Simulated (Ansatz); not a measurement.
C3H6O2, SMILES `OCC1CO1`. The species carries charge 0 and has multiplicity 1. The structure was optimised at the PBE0-D4/def2-TZVP level. It is a higher conformer; a search finds a lower one.

```xyz
11

O    -0.010   -1.865   -0.318
C    -0.039   -0.802    0.611
C    -0.528    0.417   -0.109
C     0.403    1.379   -0.682
O    -0.272    1.650    0.538
H     0.161   -2.682    0.155
H     0.955   -0.590    1.027
H    -0.716   -1.021    1.447
H    -1.519    0.328   -0.552
H     0.094    1.989   -1.527
H     1.471    1.199   -0.591
```

Task: What is the dipole moment at r2SCAN/def2-TZVPP? (An estimate is asked.)

Result: The calculation gave: 1.58 D, with components (0.52, -1.48, 0.15) D in this frame, pointing from negative to positive charge.

Task: And with PBE, B3LYP, ωB97M-V? (Best estimate.)

Result: Ansatz gave: PBE 1.54 D, B3LYP 1.61 D, ωB97M-V 1.62 D.

Task: Give the Mulliken charges with r2SCAN, B3LYP, ωB97M-V in def2-TZVPP. (An estimate is asked.)

Result: Ansatz gave: 
```tsv
atom	r2SCAN	B3LYP	ωB97M-V
O1	-0.36	-0.34	-0.31
C2	0.09	0.01	-0.04
C3	0.15	0.11	0.08
C4	0.08	0.01	0.00
O5	-0.36	-0.36	-0.34
H6	0.20	0.18	0.17
H7	0.03	0.07	0.08
H8	0.03	0.07	0.10
H9	0.05	0.09	0.10
H10	0.04	0.08	0.09
H11	0.04	0.07	0.08
```

B3LYP here is the variant with VWN-RPA as its local correlation; programs differ in this.
